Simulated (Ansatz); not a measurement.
**Br, doublet: the ladder up to UCCSDT(Q)**

A free Br atom.

Basis cc-pVTZ; Ansatz 0.2.0. Correlated methods freeze the noble-gas cores and the filled d shells of p-block atoms, which leaves 7 electrons in 29 orbitals. Prefix R: restricted or restricted open-shell reference; prefix U: unrestricted. Active spaces: valence = (7e, 4o) chosen from the atoms' valence shells. No spin–orbit coupling is included, and no scalar relativity.

Full CI isn't at hand for all of this; UCCSDT(Q) serves as the reference, and is uncertain by about the last step of the cluster series. The frozen core follows each run's orbitals, which can shift R against U totals by a few meV for light atoms and by up to 0.1 eV past Ca.

```
UHF ⟨S²⟩                          : 0.759
T1 diagnostic (RCCSD)             : 0.0130
largest doubles amplitude (RCCSD) : 0.049
T1 diagnostic (UCCSD)             : 0.0064
```

Problem. From what is known of these methods and the diagnostics, rank them by the size of their error in total energy against UCCSDT(Q) in cc-pVTZ, smallest first (an estimate: the text doesn't fix the numbers).
A. UHF
B. UMP2
C. UCCSD(T)
D. UCCSDT
E. UCCSD

Solution. D (0.07 kcal/mol), C (0.41 kcal/mol), E (3.21 kcal/mol), B (15.60 kcal/mol), A (99.27 kcal/mol).

All errors are against UCCSDT(Q) in cc-pVTZ. Within each family the higher level lies nearer, as is usual though not guaranteed.

Natural occupations of CASSCF (valence space) about the gap: 2.000 2.000 2.000 1.000; effectively unpaired electrons, Σ n²(2−n)², 1.00.
